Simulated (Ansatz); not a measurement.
# AlBClH2 radical (SMILES [BH2][Al][Cl]): functionals against CCSD(T) at one geometry

Aim: energy, forces and dipole at a structure displaced at random from a GFN2-xTB minimum, from CCSD(T) and from density functionals.

Program: Ansatz 0.2.0, Gaussian basis. Level of theory: single points in def2-TZVPP. These are calculated values, not measurements.

Correlated methods freeze the cores. Orbitals are unrestricted. B3LYP uses VWN-RPA correlation.

**1. Starting geometry**

SMILES `[BH2][Al][Cl]`, 5 atoms, charge 0, spin multiplicity 2.

Atoms are counted from 1 here; the program's logs count them from 0.

Bond lengths: B1–Al2 1.949 Å, B1–H4 1.208 Å, B1–H5 1.143 Å, Al2–Cl3 1.981 Å. Angles: Al2–B1–H4 118.3°, Al2–B1–H5 124.1°, H4–B1–H5 114.7°, B1–Al2–Cl3 172.6°.

Geometry (Å):

```xyz
5
AlBClH2
B    -0.49260    0.57890   -0.44630
Al    0.58910   -0.69190    0.55990
Cl    1.82240   -2.01590    1.36570
H    -1.60010    0.24130   -0.79100
H    -0.31480    1.70780   -0.45160
```

**2. CCSD(T)/def2-TZVPP**

The input, run/in.yaml:

```yaml
crystal:
  periodic: [false, false, false]
  atoms:
    - {symbol: B, position_ang: [-0.492600, 0.578900, -0.446300]}
    - {symbol: Al, position_ang: [0.589100, -0.691900, 0.559900]}
    - {symbol: Cl, position_ang: [1.822400, -2.015900, 1.365700]}
    - {symbol: H, position_ang: [-1.600100, 0.241300, -0.791000]}
    - {symbol: H, position_ang: [-0.314800, 1.707800, -0.451600]}
basis:
  gaussian: {orbitals: def2-TZVPP}
magnetization: {spin_polarized: true, initial_magnetization: 1}
correlation: {method: ccsd_t}
scf: {omitted_lower_state_checks: [cluster_reference]}
output: {forces: true}
```

The command line of these runs was not kept.

**3. PBE0-D4/def2-TZVPP**

Edit run/in.yaml of step 2 so:

```diff
@@ -11,4 +11,3 @@
 magnetization: {spin_polarized: true, initial_magnetization: 1}
-correlation: {method: ccsd_t}
-scf: {omitted_lower_state_checks: [cluster_reference]}
-output: {forces: true}
+hamiltonian: {xc: pbe0, dispersion: d4}
+output: {forces: true, orbitals: {seedname: orbitals}}
```

**4. wB97M-V/def2-TZVPP**

Edit run/in.yaml of step 3 so:

```diff
@@ -11,3 +11,3 @@
 magnetization: {spin_polarized: true, initial_magnetization: 1}
-hamiltonian: {xc: pbe0, dispersion: d4}
-output: {forces: true, orbitals: {seedname: orbitals}}
+hamiltonian: {xc: {name: wB97M-V}}
+output: {forces: true}
```

**5. r2SCAN-D4/def2-TZVPP**

Edit run/in.yaml of step 4 so:

```diff
@@ -11,3 +11,3 @@
 magnetization: {spin_polarized: true, initial_magnetization: 1}
-hamiltonian: {xc: {name: wB97M-V}}
+hamiltonian: {xc: r2scan, dispersion: d4}
 output: {forces: true}
```

**6. PBE-D4/def2-TZVPP**

Edit run/in.yaml of step 5 so:

```diff
@@ -11,3 +11,3 @@
 magnetization: {spin_polarized: true, initial_magnetization: 1}
-hamiltonian: {xc: r2scan, dispersion: d4}
+hamiltonian: {xc: pbe, dispersion: d4}
 output: {forces: true}
```

**7. revPBE-D4/def2-TZVPP**

Edit run/in.yaml of step 6 so:

```diff
@@ -11,3 +11,3 @@
 magnetization: {spin_polarized: true, initial_magnetization: 1}
-hamiltonian: {xc: pbe, dispersion: d4}
+hamiltonian: {xc: {name: revPBE}, dispersion: d4}
 output: {forces: true}
```

**8. B3LYP-D4/def2-TZVPP**

Edit run/in.yaml of step 7 so:

```diff
@@ -11,3 +11,3 @@
 magnetization: {spin_polarized: true, initial_magnetization: 1}
-hamiltonian: {xc: {name: revPBE}, dispersion: d4}
+hamiltonian: {xc: {name: B3LYP}, dispersion: d4}
 output: {forces: true}
```

(Steps that only read results are left out.)

**Question.** What will these runs give? Wanted: energy less free atoms, CCSD(T)/def2-TZVPP; RMS force component; RMS force error; HOMO and LUMO, PBE0-D4; T1 diagnostic.

**Answer**, as computed:

```
                                  quantity                                                                                              value
energy less free atoms, CCSD(T)/def2-TZVPP                                                                                         -13.619 eV
                       RMS force component                                                               0.885 to 0.989 eV/Å over the methods
                           RMS force error  PBE0-D4 0.076, wB97M-V 0.081, r2SCAN-D4 0.070, PBE-D4 0.105, revPBE-D4 0.125, B3LYP-D4 0.056 eV/Å
                    HOMO and LUMO, PBE0-D4                                                                                 -5.38 and -2.31 eV
                             T1 diagnostic                                                                                              0.018
```

What this shows: Against CCSD(T) the functionals' energies less atoms differ by -0.936 to -0.451 eV, PBE-D4 by -0.802 eV. A larger basis would deepen the CCSD(T) value, while the functionals are nearly converged already, so the order here is not reliable. On forces the order runs from B3LYP-D4 to revPBE-D4. Frozen-core CCSD(T) forces in triple zeta carry basis errors of their own, and this is one geometry, so small gaps rank nothing.
